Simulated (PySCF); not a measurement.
**Heteronuclear NMR**

Geometry:
```json
{"atom": "O1", "x (Å)": "2.409", "y (Å)": "0.188", "z (Å)": "-0.598"}
{"atom": "C2", "x (Å)": "1.264", "y (Å)": "0.098", "z (Å)": "-0.316"}
{"atom": "O3", "x (Å)": "0.436", "y (Å)": "1.125", "z (Å)": "0.016"}
{"atom": "C4", "x (Å)": "-0.802", "y (Å)": "0.592", "z (Å)": "0.270"}
{"atom": "C5", "x (Å)": "-0.740", "y (Å)": "-0.720", "z (Å)": "0.102"}
{"atom": "O6", "x (Å)": "0.539", "y (Å)": "-1.053", "z (Å)": "-0.265"}
{"atom": "H7", "x (Å)": "-1.591", "y (Å)": "1.266", "z (Å)": "0.549"}
{"atom": "H8", "x (Å)": "-1.459", "y (Å)": "-1.513", "z (Å)": "0.194"}
```

- shielding tensors at PBE0/pcSseg-2 (GIAO)
- geometry from PBE0-D3(BJ)/def2-TZVP
- code: PySCF 2.14.0 with density-fitted response routines
- rapidly exchanging positions averaged, non-relativistic, a single conformation, isolated molecule

Question: Where does $^{17}$O resonate?

Answer: 
```json
{"atoms": "O1", "environment": "carbonyl oxygen", "σ (ppm)": "45.0", "δ (ppm)": "225.5"}
{"atoms": "O3/O6", "environment": "ring oxygen", "σ (ppm)": "102.0", "δ (ppm)": "173.2"}
```

Shieldings were converted by a linear fit to measured shifts: $^{17}$O (scatter 11.0 ppm rms, 12.4 ppm with the 2 outliers that the fit left out vs liquid water, solution or neat liquid). A few per cent of atoms miss by over 2 rms, more outside the fitted compound classes.

On a 400 MHz spectrometer $^{17}$O resonates near 54.2 MHz, so 1 ppm is 54.2 Hz.
